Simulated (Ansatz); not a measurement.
# CH6BN (built from SMILES CBN): search for a transition state, part 1 of 2

Is there a first-order saddle for this 1,2-elimination, which should form C2–H4 and break B1–C2, N3–H4, and which two structures does it connect?

Program: Ansatz 0.2.0, Gaussian basis. Level of theory: PBE0-D4, def2-SVP first, then def2-TZVP. These are calculated values, not measurements.

114 further runs of the same task are left out: 114 set aside as unsound or not needed.

## (1) The starting structure

The guess: 9 atoms, charge 0, spin multiplicity 1.

Atoms are counted from 1 here; the program's logs count them from 0.

Bond lengths: B1–N3 1.339 Å, B1–H4 1.415 Å, B1–H5 1.174 Å, C2–H4 1.351 Å, C2–H6 1.096 Å, C2–H7 1.085 Å, C2–H8 1.085 Å, N3–H9 1.006 Å. Angles: N3–B1–H4 59.6°, N3–B1–H5 139.4°, H4–B1–H5 161.0°, H4–C2–H6 82.6°, H4–C2–H7 122.4°, H4–C2–H8 121.8°, H6–C2–H7 106.4°, H6–C2–H8 106.4°, H7–C2–H8 110.0°, B1–N3–H9 131.9°, B1–H4–C2 82.7°.

As a file:

| atom | x (Å) | y (Å) | z (Å) |
| --- | --- | --- | --- |
| B1 | -0.64820 | -0.03700 | -0.55570 |
| C2 | 0.44580 | 0.57150 | 0.77740 |
| N3 | -0.13360 | -1.19940 | -0.97500 |
| H4 | 0.53530 | -0.54900 | 0.02770 |
| H5 | -1.55680 | 0.66990 | -0.78580 |
| H6 | 1.36560 | 0.17660 | 1.22300 |
| H7 | 0.69190 | 1.55310 | 0.38700 |
| H8 | -0.27150 | 0.66230 | 1.58650 |
| H9 | -0.42860 | -1.84810 | -1.68510 |

Distances that are to change: C2–H4 1.35 Å, B1–C2 1.83 Å, N3–H4 1.37 Å.

## (2) Constrained relaxation of the guess

The input, hold/in.yaml:

```yaml
crystal:
  periodic: [false, false, false]
  atoms:
    - {symbol: B, position_ang: [-0.648200, -0.037000, -0.555700]}
    - {symbol: C, position_ang: [0.445800, 0.571500, 0.777400]}
    - {symbol: N, position_ang: [-0.133600, -1.199400, -0.975000]}
    - {symbol: H, position_ang: [0.535300, -0.549000, 0.027700]}
    - {symbol: H, position_ang: [-1.556800, 0.669900, -0.785800]}
    - {symbol: H, position_ang: [1.365600, 0.176600, 1.223000]}
    - {symbol: H, position_ang: [0.691900, 1.553100, 0.387000]}
    - {symbol: H, position_ang: [-0.271500, 0.662300, 1.586500]}
    - {symbol: H, position_ang: [-0.428600, -1.848100, -1.685100]}
basis:
  gaussian: {orbitals: def2-SVP}
hamiltonian: {xc: pbe0, dispersion: d4}
relax: {f_tol: 0.04, max_steps: 150, escape_saddle: false, constraints: [{distance: [1, 3]}, {distance: [0, 1]}, {distance: [2, 3]}]}
```

Started as:

```
$ ansatz run in.yaml --threads 2 --pin off --events-out ev --progress --plain --max-ram 4352MiB
```

Standard output:

```text
Functional definition: PBE0
  name "PBE0"
  cite "Adamo & Barone, J. Chem. Phys. 110, 6158 (1999) doi:10.1063/1.478522"
  cite "Perdew, Burke & Ernzerhof, Phys. Rev. Lett. 77, 3865 (1996) doi:10.1103/PhysRevLett.77.3865"
  parent pbe
  parameter a = 0.25
  parameter kappa = 0.804
  parameter beta = 0.06672455060314922
  exchange = (1 - a)*pbe_x(kappa = kappa, mu = beta*pi^2/3) + a*exact_x
  correlation = pbe_c(beta = beta)
821 factors; integrals over basis functions are off by at most 2.5e-4 eV
mean field evaluation 1: about -3285.2984 eV, gradient 5.7e1 eV
mean field evaluation 2: about -3276.1035 eV, gradient 8.2e1 eV
mean field evaluation 4: about -3292.5022 eV, gradient 3.5e0 eV
mean field evaluation 8: about -3292.5249 eV, gradient 4.5e-2 eV
mean field -3292.52494795 eV, -120.9980600835 hartree, gradient 4.7e-5 eV, S^2 0.000000; 0 other end points of the search recorded, 0 dependent functions left out
the calculation of the forces begins
reference -3292.52497211 eV, -120.9980609715 hartree; 12, 12 occupied and 60, 60 virtual orbitals, 821 factors
relax step   1: F+E_penalty+E_count = -3292.61296846 eV  Δ(F+E_penalty+E_count) = +0.000e0 eV  max|allowed force component| = 7.298e-1 eV/Å  Δτ_max = 0.0000 Å  (23 SCF iters, accepted)
  distance C 1 - H 3 held at 1.351140 Å   reaction = -1.9262e-1 eV/Å
  distance B 0 - C 1 held at 1.828733 Å   reaction = +7.3234e-1 eV/Å
  distance N 2 - H 3 held at 1.369618 Å   reaction = +6.0419e-1 eV/Å
these checks for a lower state are left out or cut short: starts, cluster_reference, orbital_swaps, neighbouring_geometries, increment
821 factors; integrals over basis functions are off by at most 2.7e-4 eV
mean field evaluation 16: about -3292.5808 eV, gradient 1.2e-2 eV
mean field -3292.57475130 eV, -120.9998903231 hartree, gradient 3.7e-5 eV, S^2 0.000000; 0 other end points of the search recorded, 0 dependent functions left out
the calculation of the forces begins
reference -3292.57477558 eV, -120.9998912152 hartree; 12, 12 occupied and 60, 60 virtual orbitals, 821 factors
relax step   2: F+E_penalty+E_count = -3292.66286208 eV  Δ(F+E_penalty+E_count) = -4.989e-2 eV  max|allowed force component| = 2.103e-1 eV/Å  Δτ_max = 0.0557 Å  (24 SCF iters, accepted)
  distance C 1 - H 3 held at 1.351140 Å   reaction = -3.4396e-1 eV/Å
  distance B 0 - C 1 held at 1.828733 Å   reaction = +6.8207e-1 eV/Å
  distance N 2 - H 3 held at 1.369618 Å   reaction = +6.0235e-1 eV/Å
these checks for a lower state are left out or cut short: starts, cluster_reference, orbital_swaps, neighbouring_geometries, increment
821 factors; integrals over basis functions are off by at most 2.7e-4 eV
mean field -3292.58357965 eV, -121.0002147588 hartree, gradient 3.5e-5 eV, S^2 0.000000; 0 other end points of the search recorded, 0 dependent functions left out
the calculation of the forces begins
reference -3292.58360397 eV, -121.0002156527 hartree; 12, 12 occupied and 60, 60 virtual orbitals, 821 factors
relax step   3: F+E_penalty+E_count = -3292.67180311 eV  Δ(F+E_penalty+E_count) = -8.941e-3 eV  max|allowed force component| = 1.174e-1 eV/Å  Δτ_max = 0.0392 Å  (24 SCF iters, accepted)
  distance C 1 - H 3 held at 1.351140 Å   reaction = -3.9849e-1 eV/Å
  distance B 0 - C 1 held at 1.828733 Å   reaction = +7.3257e-1 eV/Å
  distance N 2 - H 3 held at 1.369618 Å   reaction = +6.9346e-1 eV/Å
these checks for a lower state are left out or cut short: starts, cluster_reference, orbital_swaps, neighbouring_geometries, increment
821 factors; integrals over basis functions are off by at most 2.7e-4 eV
mean field -3292.58446351 eV, -121.0002472403 hartree, gradient 3.7e-5 eV, S^2 0.000000; 0 other end points of the search recorded, 0 dependent functions left out
the calculation of the forces begins
reference -3292.58448784 eV, -121.0002481343 hartree; 12, 12 occupied and 60, 60 virtual orbitals, 821 factors
relax step   4: F+E_penalty+E_count = -3292.67271952 eV  Δ(F+E_penalty+E_count) = -9.164e-4 eV  max|allowed force component| = 7.134e-2 eV/Å  Δτ_max = 0.0097 Å  (25 SCF iters, accepted)
  distance C 1 - H 3 held at 1.351140 Å   reaction = -4.2598e-1 eV/Å
  distance B 0 - C 1 held at 1.828733 Å   reaction = +7.6248e-1 eV/Å
  distance N 2 - H 3 held at 1.369618 Å   reaction = +7.3996e-1 eV/Å
these checks for a lower state are left out or cut short: starts, cluster_reference, orbital_swaps, neighbouring_geometries, increment
821 factors; integrals over basis functions are off by at most 2.8e-4 eV
mean field evaluation 32: about -3292.5849 eV, gradient 3.7e-2 eV
mean field -3292.58491247 eV, -121.0002637390 hartree, gradient 3.8e-5 eV, S^2 0.000000; 0 other end points of the search recorded, 0 dependent functions left out
the calculation of the forces begins
reference -3292.58493681 eV, -121.0002646335 hartree; 12, 12 occupied and 60, 60 virtual orbitals, 821 factors
relax step   5: F+E_penalty+E_count = -3292.67318635 eV  Δ(F+E_penalty+E_count) = -4.668e-4 eV  max|allowed force component| = 1.831e-2 eV/Å  Δτ_max = 0.0118 Å  (25 SCF iters, accepted)
  distance C 1 - H 3 held at 1.351140 Å   reaction = -4.4664e-1 eV/Å
  distance B 0 - C 1 held at 1.828733 Å   reaction = +7.9331e-1 eV/Å
  distance N 2 - H 3 held at 1.369618 Å   reaction = +8.0700e-1 eV/Å
821 factors; integrals over basis functions are off by at most 2.8e-4 eV
mean field -3292.58491247 eV, -121.0002637390 hartree, gradient 3.8e-5 eV, S^2 0.000000; 1 other end points of the search recorded, 0 dependent functions left out
the calculation of the forces begins
reference -3292.58493681 eV, -121.0002646335 hartree; 12, 12 occupied and 60, 60 virtual orbitals, 821 factors
Total energy: -3292.67321070 eV, -121.0035086390 hartree
Atom 0 at    -0.666833    -0.039153    -0.567323 Å, force     0.482223     0.254643     0.574575 eV/Å
Atom 1 at     0.414945     0.590053     0.766139 Å, force    -0.513458     0.098885    -0.342821 eV/Å
Atom 2 at    -0.104535    -1.199848    -0.959222 Å, force     0.374572     0.401998     0.595079 eV/Å
Atom 3 at     0.553576    -0.546406     0.048627 Å, force    -0.334343    -0.766199    -0.828775 eV/Å
Atom 4 at    -1.600003     0.699584    -0.783796 Å, force    -0.005339     0.001500    -0.002783 eV/Å
Atom 5 at     1.334931     0.102212     1.153784 Å, force     0.002711    -0.003965    -0.000501 eV/Å
Atom 6 at     0.724602     1.575238     0.392215 Å, force    -0.001713     0.006582    -0.001739 eV/Å
Atom 7 at    -0.268653     0.678709     1.621203 Å, force    -0.005506     0.002863     0.002899 eV/Å
Atom 8 at    -0.388130    -1.860489    -1.671625 Å, force     0.000854     0.003694     0.004066 eV/Å
Dipole moment:     0.122963     0.109520     0.178774 e Å
```

Run time: 6 s. Hardware: 2 threads of Intel Xeon Platinum 8488C, shared host.

Along the way:

| step | energy from step 1 (eV) | largest force component (eV/Å) |
| --- | --- | --- |
| 1 | 0.0000 | 0.7298 |
| 2 | -0.0499 | 0.2103 |
| 3 | -0.0588 | 0.1174 |
| 4 | -0.0598 | 0.0713 |
| 5 | -0.0602 | 0.0183 |

Distances of close pairs at the start and the end, largest changes first:

| bond | before (Å) | after (Å) | change (Å) |
| --- | --- | --- | --- |
| B1–H4 | 1.415 | 1.458 | +0.043 |
| B1–H5 | 1.174 | 1.210 | +0.036 |
| C2–H6 | 1.096 | 1.111 | +0.015 |
| C2–H7 | 1.085 | 1.098 | +0.014 |
| C2–H8 | 1.085 | 1.098 | +0.013 |
| B1–N3 | 1.339 | 1.348 | +0.009 |
| N3–H9 | 1.006 | 1.012 | +0.006 |
| C2–H4 | 1.351 | 1.351 | +0.000 |

## (3) Force constants to start from

The input, hessian/in.yaml:

```yaml
crystal:
  periodic: [false, false, false]
  atoms:
    - {symbol: B, position_ang: [-0.666833, -0.039153, -0.567323]}
    - {symbol: C, position_ang: [0.414945, 0.590053, 0.766139]}
    - {symbol: N, position_ang: [-0.104535, -1.199848, -0.959222]}
    - {symbol: H, position_ang: [0.553576, -0.546406, 0.048627]}
    - {symbol: H, position_ang: [-1.600003, 0.699584, -0.783796]}
    - {symbol: H, position_ang: [1.334931, 0.102212, 1.153784]}
    - {symbol: H, position_ang: [0.724602, 1.575238, 0.392215]}
    - {symbol: H, position_ang: [-0.268653, 0.678709, 1.621203]}
    - {symbol: H, position_ang: [-0.388130, -1.860489, -1.671625]}
basis:
  gaussian: {orbitals: def2-SVP}
hamiltonian: {xc: pbe0, dispersion: d4}
phonons: {}
scf: {lower_state_search: off}
```

Started as:

```
$ ansatz run in.yaml --threads 2 --pin off --events-out ev --progress --plain --max-ram 4352MiB
```

Standard output, cut to the lines that bear on the results:

```text
[... 5 set-up lines as earlier in the session ...]
[...]
821 factors; integrals over basis functions are off by at most 2.6e-4 eV
[...]
mean field -3292.58491143 eV, -121.0002637008 hartree, gradient 5.9e-6 eV, S^2 0.000000; 0 other end points of the search recorded, 0 dependent functions left out
[...]
reference -3292.58493580 eV, -121.0002645964 hartree; 12, 12 occupied and 60, 60 virtual orbitals, 821 factors
[... from here to the last solve, the lines of the solves are left out (53 solves) ...]
821 factors; integrals over basis functions are off by at most 2.7e-4 eV
mean field -3292.58483251 eV, -121.0002608006 hartree, gradient 8.7e-7 eV, S^2 0.000000; 0 other end points of the search recorded, 0 dependent functions left out
[...]
WARN: phonons: modes at or below zero, which the zero-point energy, F, S and C_V leave out: 1, the lowest at -1612.94 cm⁻¹. A minimum has none, and a first-order saddle one
[...]
Atom 2 at    -0.104535    -1.199848    -0.959222 Å, force     0.374570     0.402060     0.595120 eV/Å
Atom 3 at     0.553576    -0.546406     0.048627 Å, force    -0.334334    -0.766205    -0.828769 eV/Å
Atom 4 at    -1.600003     0.699584    -0.783796 Å, force    -0.005328     0.001495    -0.002780 eV/Å
Atom 5 at     1.334931     0.102212     1.153784 Å, force     0.002706    -0.003954    -0.000494 eV/Å
Atom 6 at     0.724602     1.575238     0.392215 Å, force    -0.001713     0.006583    -0.001740 eV/Å
Atom 7 at    -0.268653     0.678709     1.621203 Å, force    -0.005514     0.002861     0.002911 eV/Å
Atom 8 at    -0.388130    -1.860489    -1.671625 Å, force     0.000849     0.003683     0.004055 eV/Å
Dipole moment:     0.122963     0.109520     0.178774 e Å
Vibrations: -1612.94 237.02 420.08 492.04 502.32 653.24 776.57 834.92 879.40 1062.04 1106.20 1239.01 1398.42 1425.38 1519.99 1823.55 2627.71 3023.49 3140.10 3210.10 3667.43 cm⁻¹, zero-point energy 1.862181 eV
Checks for a lower state left out: stability, starts, cluster_reference, orbital_swaps, neighbouring_geometries, increment
```

Run time: 31 s. Hardware: 2 threads of Intel Xeon Platinum 8488C, shared host.

The structure is not stationary yet, so these wavenumbers are no spectrum; the search needs only the force constants.

## (4) Saddle search in the small basis

The search itself is an outer loop (partitioned rational-function steps, Bofill update of the Hessian). Each step is one single-point run with forces. It stops when the largest force is under 0.04 eV/Å and the followed curvature is negative. The first step's input:

The input, presaddle/in.yaml:

```yaml
crystal:
  periodic: [false, false, false]
  atoms:
    - {symbol: B, position_ang: [-0.666833, -0.039153, -0.567323]}
    - {symbol: C, position_ang: [0.414945, 0.590053, 0.766139]}
    - {symbol: N, position_ang: [-0.104535, -1.199848, -0.959222]}
    - {symbol: H, position_ang: [0.553576, -0.546406, 0.048627]}
    - {symbol: H, position_ang: [-1.600003, 0.699584, -0.783796]}
    - {symbol: H, position_ang: [1.334931, 0.102212, 1.153784]}
    - {symbol: H, position_ang: [0.724602, 1.575238, 0.392215]}
    - {symbol: H, position_ang: [-0.268653, 0.678709, 1.621203]}
    - {symbol: H, position_ang: [-0.388130, -1.860489, -1.671625]}
basis:
  gaussian: {orbitals: def2-SVP}
hamiltonian: {xc: pbe0, dispersion: d4}
output: {forces: true}
scf: {lower_state_search: off}
```

Started as:

```
$ ansatz run in.yaml --threads 2 --pin off --events-out ev --progress --plain --max-ram 4352MiB
```

Step by step:

| step | energy (eV) | largest force (eV/Å) | followed curvature (eV/Å²) |
| --- | --- | --- | --- |
| 1 | -3292.67320 | 0.8288 | -15.24 |
| 2 | -3292.64420 | 0.1537 | -14.70 |
| 3 | -3292.64489 | 0.0219 | -13.20 |

The 3 steps took 1.8 s in all (2 threads of Intel Xeon Platinum 8488C, shared host).

## (5) Saddle search in triple zeta

A small driver takes partitioned rational-function steps: uphill along one mode, downhill along the rest. It calls the program once a step for energy and forces and updates the Hessian by Bofill's formula. It stops when the largest force is under 0.01 eV/Å and the followed curvature is negative. The first step's input:

The input, saddle/in.yaml:

```yaml
crystal:
  periodic: [false, false, false]
  atoms:
    - {symbol: B, position_ang: [-0.628998, -0.073500, -0.562108]}
    - {symbol: C, position_ang: [0.431539, 0.572148, 0.766380]}
    - {symbol: N, position_ang: [-0.095631, -1.231007, -0.975178]}
    - {symbol: H, position_ang: [0.548678, -0.507697, 0.072976]}
    - {symbol: H, position_ang: [-1.539905, 0.702774, -0.732590]}
    - {symbol: H, position_ang: [1.357956, 0.164201, 1.217740]}
    - {symbol: H, position_ang: [0.689939, 1.551584, 0.344626]}
    - {symbol: H, position_ang: [-0.305178, 0.653393, 1.575440]}
    - {symbol: H, position_ang: [-0.458500, -1.831996, -1.707287]}
basis:
  gaussian: {orbitals: def2-TZVP}
hamiltonian: {xc: pbe0, dispersion: d4}
output: {forces: true}
scf: {lower_state_search: off}
```

Started as:

```
$ ansatz run in.yaml --threads 2 --pin off --events-out ev --progress --plain --max-ram 4352MiB
```

The driver's record:

| step | energy (eV) | largest force (eV/Å) | followed curvature (eV/Å²) |
| --- | --- | --- | --- |
| 1 | -3296.28970 | 0.2677 | -13.20 |
| 2 | -3296.29471 | 0.0250 | -12.52 |
| 3 | -3296.29482 | 0.0219 | -12.14 |
| 4 | -3296.29484 | 0.0064 | -12.26 |

The 4 steps took 3.8 s in all (2 threads of Intel Xeon Platinum 8488C, shared host).

The point found:

| atom | x (Å) | y (Å) | z (Å) |
| --- | --- | --- | --- |
| B1 | -0.6257 | -0.0681 | -0.5555 |
| C2 | 0.4271 | 0.5740 | 0.7641 |
| N3 | -0.0975 | -1.2251 | -0.9727 |
| H4 | 0.5451 | -0.5151 | 0.0647 |
| H5 | -1.5287 | 0.6974 | -0.7269 |
| H6 | 1.3470 | 0.1631 | 1.2084 |
| H7 | 0.6864 | 1.5460 | 0.3478 |
| H8 | -0.3014 | 0.6550 | 1.5691 |
| H9 | -0.4524 | -1.8273 | -1.6991 |

Followed mode, largest move set to 1: H4 (-0.10, 0.84, 0.53); B1 (-0.07, -0.34, -0.30); N3 (-0.11, -0.24, -0.26); H9 (-0.21, -0.07, -0.23).

## (6) Vibrations at the point found

The input, vib/in.yaml:

```yaml
crystal:
  periodic: [false, false, false]
  atoms:
    - {symbol: B, position_ang: [-0.625664, -0.068107, -0.555474]}
    - {symbol: C, position_ang: [0.427094, 0.574031, 0.764100]}
    - {symbol: N, position_ang: [-0.097474, -1.225087, -0.972663]}
    - {symbol: H, position_ang: [0.545102, -0.515149, 0.064711]}
    - {symbol: H, position_ang: [-1.528669, 0.697362, -0.726903]}
    - {symbol: H, position_ang: [1.347006, 0.163128, 1.208416]}
    - {symbol: H, position_ang: [0.686377, 1.546020, 0.347764]}
    - {symbol: H, position_ang: [-0.301439, 0.655016, 1.569108]}
    - {symbol: H, position_ang: [-0.452434, -1.827313, -1.699059]}
basis:
  gaussian: {orbitals: def2-TZVP}
hamiltonian: {xc: pbe0, dispersion: d4}
phonons: {temperatures: {t_min: 298.15, t_max: 900, t_step: 200}}
```

Started as:

```
$ ansatz run in.yaml --threads 2 --pin off --events-out ev --progress --plain --max-ram 4352MiB
```

Standard output, cut to the lines that bear on the results:

```text
[... 5 set-up lines as earlier in the session ...]
[...]
768 factors; their error is unknown
[...]
mean field -3296.20608673 eV, -121.1333394388 hartree, gradient 5.1e-5 eV, S^2 0.000000; 0 other end points of the search recorded, 0 dependent functions left out
[...]
reference -3296.20611590 eV, -121.1333405106 hartree; 12, 12 occupied and 117, 117 virtual orbitals, 768 factors
[... from here to the last solve, the lines of the solves are left out (53 solves) ...]
768 factors; their error is unknown
mean field -3296.20602540 eV, -121.1333371846 hartree, gradient 2.8e-6 eV, S^2 0.000000; 0 other end points of the search recorded, 0 dependent functions left out
[...]
reference -3296.20605456 eV, -121.1333382564 hartree; 12, 12 occupied and 117, 117 virtual orbitals, 768 factors
[...]
WARN: phonons: modes at or below zero, which the zero-point energy, F, S and C_V leave out: 1, the lowest at -1369.86 cm⁻¹. A minimum has none, and a first-order saddle one
[...]
Atom 0 at    -0.625664    -0.068107    -0.555474 Å, force    -0.003807     0.000214    -0.002769 eV/Å
Atom 1 at     0.427094     0.574031     0.764100 Å, force    -0.000519     0.001496     0.001171 eV/Å
Atom 2 at    -0.097474    -1.225087    -0.972663 Å, force     0.003486     0.005110     0.006434 eV/Å
Atom 3 at     0.545102    -0.515149     0.064711 Å, force     0.000937    -0.002211    -0.000700 eV/Å
Atom 4 at    -1.528669     0.697362    -0.726903 Å, force     0.000549    -0.001534    -0.000838 eV/Å
Atom 5 at     1.347006     0.163128     1.208416 Å, force    -0.002555     0.000659    -0.001709 eV/Å
Atom 6 at     0.686377     1.546020     0.347764 Å, force     0.001302    -0.000899     0.001819 eV/Å
Atom 7 at    -0.301439     0.655016     1.569108 Å, force     0.002664    -0.000083     0.000216 eV/Å
Atom 8 at    -0.452434    -1.827313    -1.699059 Å, force    -0.002056    -0.002751    -0.003625 eV/Å
Dipole moment:     0.069307     0.256532     0.243217 e Å
Vibrations: -1369.86 162.70 296.27 512.82 526.40 714.95 763.60 856.52 912.75 1086.24 1131.53 1263.91 1431.58 1439.45 1524.40 1917.50 2636.65 3025.21 3128.80 3190.32 3629.37 cm⁻¹, zero-point energy 1.869122 eV
```

Wall time 45 s (2 threads of Intel Xeon Platinum 8488C, shared host).

Wavenumbers and character of the modes:

| mode | wavenumber (cm⁻¹) | character |
| --- | --- | --- |
| 1 | 1370i | changes C2–H4, N3–H4 |
| 2 | 163 | torsion |
| 3 | 296 | bend |
| 4 | 513 | torsion |
| 5 | 526 | bend |
| 6 | 715 | bend with C–H stretch |
| 7 | 764 | bend |
| 8 | 857 | torsion |
| 9 | 913 | bend |
| 10 | 1086 | bend |
| 11 | 1132 | bend |
| 12 | 1264 | bend |
| 13 | 1432 | bend |
| 14 | 1439 | bend |
| 15 | 1524 | B–N stretch |
| 16 | 1918 | bend with B–H stretch |
| 17 | 2637 | B–H stretch |
| 18 | 3025 | C–H stretch |
| 19 | 3129 | C–H stretch |
| 20 | 3190 | C–H stretch |
| 21 | 3629 | N–H stretch |

Vibrational sums (real modes only):

| T (K) | entropy (J/mol/K) | heat capacity (J/mol/K) |
| --- | --- | --- |
| 298 | 25.9 | 39.9 |
| 498 | 53.9 | 70.1 |
| 698 | 81.2 | 91.6 |
| 898 | 106.2 | 107.3 |

(Continued in part 2 of 2.)
